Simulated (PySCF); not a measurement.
Species: H₆P₂Si.
Bonds: P1–Si2, Si2–P3. Hydrogens: H4, H5 on P1; H6, H7 on Si2; H8, H9 on P3.

The same species was optimised twice, with GFN2-xTB and with PBE0-D3(BJ)/def2-SVP (PySCF), and the same property calculations (PySCF, gas phase) were run on both structures.

| coordinate | GFN2-xTB | PBE0-D3(BJ)/def2-SVP | change |
| --- | --- | --- | --- |
| P1–H4 (Å) | 1.382 | 1.430 | +0.048 |
| P3–H8 (Å) | 1.382 | 1.430 | +0.048 |
| P1–H5 (Å) | 1.384 | 1.430 | +0.046 |
| P3–H9 (Å) | 1.384 | 1.430 | +0.046 |
| Si2–H7 (Å) | 1.466 | 1.494 | +0.028 |
| Si2–H6 (Å) | 1.473 | 1.497 | +0.024 |
| Si2–P3 (Å) | 2.244 | 2.266 | +0.022 |
| P1–Si2 (Å) | 2.244 | 2.266 | +0.022 |
| Si2–P1–H5 (°) | 95.6 | 93.3 | -2.3 |
| Si2–P3–H9 (°) | 95.6 | 93.3 | -2.3 |
| P1–Si2–P3 (°) | 107.5 | 106.0 | -1.5 |
| H4–P1–H5 (°) | 92.5 | 93.4 | +0.9 |
| H8–P3–H9 (°) | 92.5 | 93.4 | +0.9 |
| H6–Si2–H7 (°) | 107.6 | 108.5 | +0.9 |
| P1–Si2–H7 (°) | 107.2 | 107.8 | +0.6 |
| Si2–P3–H8 (°) | 94.5 | 93.9 | -0.6 |

Rotational constants: A = 10404, B = 2198, C = 1902 MHz (GFN2-xTB) against A = 9874, B = 2195, C = 1887 MHz (PBE0-D3(BJ)/def2-SVP). Point groups within 0.08 Å: Cs and Cs. Atoms that the bonding makes alike are paired by their places after alignment.

On the GFN2-xTB structure: lowest singlet, TDDFT (eV) 6.47 [CAM-B3LYP/def2-SVPD]; isotropic polarisability (au) 82.7 [CAM-B3LYP/def2-SVPD]; HOMO (eV) -8.81 [CAM-B3LYP/def2-SVPD]; LUMO (eV) 0.75 [CAM-B3LYP/def2-SVPD]; dipole (D) 1.38 [CAM-B3LYP/def2-SVPD]; Si1s of Si2 (eV) 1846.40 [delta-SCF UKS SCAN, pcX-2 on the ionised atom, pcseg-1 elsewhere, spin-free X2C]; Si2p of Si2 (eV) 106.92 [delta-SCF UKS SCAN, pcX-2 on the ionised atom, pcseg-1 elsewhere, spin-free X2C].

Problem. What do these properties become on the PBE0-D3(BJ)/def2-SVP structure?

Solution. 
```csv
property,level,on GFN2-xTB,on PBE0-D3(BJ)/def2-SVP,change
"lowest singlet, TDDFT (eV)",CAM-B3LYP/def2-SVPD,6.47,6.41,-0.06
isotropic polarisability (au),CAM-B3LYP/def2-SVPD,82.7,85.3,+2.6
HOMO (eV),CAM-B3LYP/def2-SVPD,-8.81,-8.87,-0.06
LUMO (eV),CAM-B3LYP/def2-SVPD,0.75,0.63,-0.12
dipole (D),CAM-B3LYP/def2-SVPD,1.38,1.29,-0.09
"energy, GFN2-xTB geometry as zero (kcal/mol)",CAM-B3LYP/def2-SVPD,0.0,-2.1,-2.1
Si1s of Si2 (eV),"delta-SCF UKS SCAN, pcX-2 on the ionised atom, pcseg-1 elsewhere, spin-free X2C",1846.40,1846.50,+0.10
Si2p of Si2 (eV),"delta-SCF UKS SCAN, pcX-2 on the ionised atom, pcseg-1 elsewhere, spin-free X2C",106.92,106.99,+0.07
```

The heavy atoms differ by 0.017 Å rms after alignment. Among all bonds P1–H4 and P3–H8 change most and about equally (+0.048 Å). Changes are differences of the printed values. Neither structure is proved a minimum here.

Shape of the structure used: `[PH2:1][SiH2:2][PH2:3]`: H–P1–Si2–P3 -168°, H–P1–Si2–P3 -74°, H–P3–Si2–P1 168°, H–P3–Si2–P1 75°.
